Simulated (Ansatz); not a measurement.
Program: Ansatz. Geometries: PBE0-D4/def2-TZVP. ΔE: electronic, gas phase. CCSD(T)/CBS is the MP2 limit (def2-TZVPP, def2-QZVPP) plus CCSD(T) − MP2 in def2-TZVPP, frozen cores. This one scheme is used for every species. Functionals use def2-TZVPP. B3LYP here is the variant with VWN-RPA as its local correlation; programs differ in this. HSE06 is defined as in plane-wave codes. Each species was taken in one conformer, which may not be the lowest.

`PP` + `[OH][AlH2]` → `[AlH2][O]P` + PH₃  (cleavage of the P–P bond)

Question: Is it downhill or uphill in electronic energy at CCSD(T)/CBS, and by how much? (Estimate.)

Answer: Ansatz gave: Uphill: ΔE = +12.5 kJ/mol.

Question: What do these levels give: B3LYP-D4, CAM-B3LYP-D4, revPBE, B3LYP, r2SCANh, HSE06, LC-ωPBE, CCSD/def2-SVP, CCSD(T)/def2-SVP, HF/def2-TZVPP, MP2/def2-TZVPP, HF/def2-QZVPP? (Best estimate.)

Answer: The calculation gave: B3LYP-D4 6.2, CAM-B3LYP-D4 -0.8, revPBE 24.3, B3LYP 5.5, r2SCANh 15.1, HSE06 19.4, LC-ωPBE 10.4, CCSD/def2-SVP 4.4, CCSD(T)/def2-SVP 6.6, HF/def2-TZVPP -15.6, MP2/def2-TZVPP 13.4, HF/def2-QZVPP -18.0 kJ/mol.

Largest T1 diagnostic among the species: 0.014.

From PBE to PBE0 (25 % exact exchange), in def2-TZVPP and without D4, ΔE moves by −4.6 kJ/mol. At CCSD(T), def2-SVP lies −5.9 kJ/mol from the extrapolated value and def2-TZVPP −2.9 kJ/mol.
